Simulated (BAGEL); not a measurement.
**Si2H6 (disilane) at HF/STO-3G (density fitting with qzvpp-jkfit)**

Aim: the vertical singlet–triplet gap of Si2H6 (disilane) at HF/STO-3G (density fitting with qzvpp-jkfit), from 2 runs. 

The calculation is run with BAGEL 1.2.2.

6 further runs of the same task are left out: 6 set aside as unsound or not needed.

**1. The structure to begin with**

Si2H6: 8 atoms, total charge 0, spin state singlet. SMILES: `[SiH3][SiH3]`. The shape is that of a PBE0-D4/def2-TZVP optimisation.

Bond lengths: Si1–Si2 2.338 Å, Si1–H3 1.488 Å, Si1–H4 1.488 Å, Si1–H5 1.488 Å, Si2–H6 1.488 Å, Si2–H7 1.488 Å, Si2–H8 1.488 Å. Some angles: Si1–Si2–H6 110.3°, Si1–Si2–H7 110.3°, Si1–Si2–H8 110.3°, Si2–Si1–H3 110.3°, Si2–Si1–H4 110.3°, Si2–Si1–H5 110.3°, H6–Si2–H7 108.7°, H6–Si2–H8 108.7°, H7–Si2–H8 108.7°, H3–Si1–H4 108.7°.

**2. A single-point energy at HF/STO-3G (density fitting with qzvpp-jkfit)**

input.json

```json
{ "bagel" : [

{
  "title" : "molecule",
  "basis" : "sto-3g",
  "df_basis" : "qzvpp-jkfit",
  "angstrom" : "true",
  "geometry" : [
    { "atom" : "Si", "xyz" : [   -0.340500,    0.490200,   -1.004900 ] },
    { "atom" : "Si", "xyz" : [    0.363500,   -0.504400,    0.991000 ] },
    { "atom" : "H", "xyz" : [    0.833900,    0.948200,   -1.794900 ] },
    { "atom" : "H", "xyz" : [   -1.112900,   -0.483900,   -1.821900 ] },
    { "atom" : "H", "xyz" : [   -1.208000,    1.664100,   -0.717900 ] },
    { "atom" : "H", "xyz" : [    1.139000,    0.468600,    1.806300 ] },
    { "atom" : "H", "xyz" : [    1.228100,   -1.680500,    0.704000 ] },
    { "atom" : "H", "xyz" : [   -0.811000,   -0.959200,    1.782600 ] }
  ]
},
{
  "title" : "hf"
},
{
  "title" : "print",
  "file" : "orbitals.molden",
  "orbitals" : "true"
}

]}
```

Started as:

```sh
$ BAGEL_NUM_THREADS=1 BAGEL input.json > input.out
```

Log:

```text
* using 1 threads per process

  ===============================================================
  ===============================================================

  *** Geometry ***

  { "atom" : "Si", "xyz" : [     -0.643452,      0.926344,     -1.898986 ] },
  { "atom" : "Si", "xyz" : [      0.686915,     -0.953178,      1.872719 ] },
  { "atom" : "H", "xyz" : [      1.575843,      1.791838,     -3.391869 ] },
  { "atom" : "H", "xyz" : [     -2.103076,     -0.914438,     -3.442892 ] },
  { "atom" : "H", "xyz" : [     -2.282789,      3.144693,     -1.356634 ] },
  { "atom" : "H", "xyz" : [      2.152398,      0.885526,      3.413412 ] },
  { "atom" : "H", "xyz" : [      2.320773,     -3.175685,      1.330367 ] },
  { "atom" : "H", "xyz" : [     -1.532568,     -1.812625,      3.368626 ] },

  Number of auxiliary basis functions:      364

  Since a DF basis is specified, we compute 2- and 3-index integrals:
    o Being stored without compression. Storage requirement is 0.002 GB

  Number of basis functions:       24
  Number of electrons      :       34

    * METHOD: MOLECULE                             0.09

  *** RHF ***

  === Nuclear Repulsion ===
    90.7730811600

      * DIIS with orbital gradients will be used.

  === RHF iteration (sto-3g) ===
      0       -574.67837885          0.00686656           0.01
      1       -574.69305919          0.00139411           0.01
      2       -574.69369301          0.00027216           0.01
      3       -574.69371925          0.00000982           0.01
      4       -574.69371928          0.00000122           0.01
      5       -574.69371928          0.00000005           0.01
      6       -574.69371928          0.00000001           0.01
      7       -574.69371928          0.00000000           0.01
    * SCF iteration converged.

    * Permanent dipole moment:
           (    0.000040,    -0.000045,    -0.000041) a.u.

    * METHOD: HF                                   0.12

    * METHOD: PRINT                                0.00

  ===============================================================
```

It took 0.36 s on 1 thread of Arm Neoverse V2, shared host.

**3. The triplet, same level**

job.json

```json
{ "bagel": [

{
  "title": "molecule",
  "basis": "sto-3g",
  "df_basis": "qzvpp-jkfit",
  "angstrom": true,
  "geometry": [
    { "atom": "Si", "xyz": [   -0.340500,    0.490200,   -1.004900 ] },
    { "atom": "Si", "xyz": [    0.363500,   -0.504400,    0.991000 ] },
    { "atom": "H", "xyz": [    0.833900,    0.948200,   -1.794900 ] },
    { "atom": "H", "xyz": [   -1.112900,   -0.483900,   -1.821900 ] },
    { "atom": "H", "xyz": [   -1.208000,    1.664100,   -0.717900 ] },
    { "atom": "H", "xyz": [    1.139000,    0.468600,    1.806300 ] },
    { "atom": "H", "xyz": [    1.228100,   -1.680500,    0.704000 ] },
    { "atom": "H", "xyz": [   -0.811000,   -0.959200,    1.782600 ] }
  ]
},
{ "title": "uhf", "nopen": 2 },
{ "title": "print", "file": "orbitals.molden", "orbitals": true }

]}
```

Started as:

```sh
$ BAGEL_NUM_THREADS=1 BAGEL job.json > job.out
```

Log:

```text
* using 1 threads per process

  ===============================================================
  ===============================================================

  *** Geometry ***

  { "atom" : "Si", "xyz" : [     -0.643452,      0.926344,     -1.898986 ] },
  { "atom" : "Si", "xyz" : [      0.686915,     -0.953178,      1.872719 ] },
  { "atom" : "H", "xyz" : [      1.575843,      1.791838,     -3.391869 ] },
  { "atom" : "H", "xyz" : [     -2.103076,     -0.914438,     -3.442892 ] },
  { "atom" : "H", "xyz" : [     -2.282789,      3.144693,     -1.356634 ] },
  { "atom" : "H", "xyz" : [      2.152398,      0.885526,      3.413412 ] },
  { "atom" : "H", "xyz" : [      2.320773,     -3.175685,      1.330367 ] },
  { "atom" : "H", "xyz" : [     -1.532568,     -1.812625,      3.368626 ] },

  Number of auxiliary basis functions:      364

  Since a DF basis is specified, we compute 2- and 3-index integrals:
    o Being stored without compression. Storage requirement is 0.002 GB

  Number of basis functions:       24
  Number of electrons      :       34

    * METHOD: MOLECULE                             0.09

  *** Open-shell HF ***

  === Nuclear Repulsion ===
    90.7730811600

      * DIIS with orbital gradients will be used.

  === UHF iteration (sto-3g) ===
      0       -574.27606660          0.01590889           0.02
      1       -574.32867746          0.00743894           0.02
      2       -574.34193961          0.00346082           0.02
      3       -574.34745167          0.00065001           0.02
      4       -574.34813169          0.00026114           0.02
      5       -574.34845743          0.00007302           0.02
      6       -574.34850440          0.00003207           0.02
      7       -574.34851672          0.00001443           0.02
      8       -574.34851755          0.00000147           0.02
      9       -574.34851755          0.00000021           0.02
     10       -574.34851755          0.00000002           0.02
     11       -574.34851755          0.00000000           0.02
    * SCF iteration converged.

    * S^2 (UHF) is 2.0032

    * Permanent dipole moment:
           (    0.000051,    -0.000071,    -0.000053) a.u.

    * METHOD: UHF                                  0.27

    * METHOD: PRINT                                0.00

  ===============================================================
```

Wall time 0.53 s (1 thread of Arm Neoverse V2, shared host).

**4. Summary of results**

Level: HF/STO-3G (density fitting with qzvpp-jkfit).

| quantity | value |
| --- | --- |
| singlet: total energy | -574.69372 Eh |
| singlet: dipole moment | 0.00 D |
| singlet: HOMO energy | -8.73 eV |
| singlet: LUMO energy | 11.05 eV |
| singlet: HOMO–LUMO gap | 19.78 eV |
| triplet: total energy | -574.34852 Eh |
| triplet: dipole moment | 0.00 D |
| triplet: ⟨S²⟩ | 2.003 |
| vertical energy of the triplet above the singlet | 9.393 eV |

In words: At this shape the triplet lies 9.39 eV (906 kJ/mol) above the singlet. In a minimal basis such a difference can be off by several eV, whatever the method.
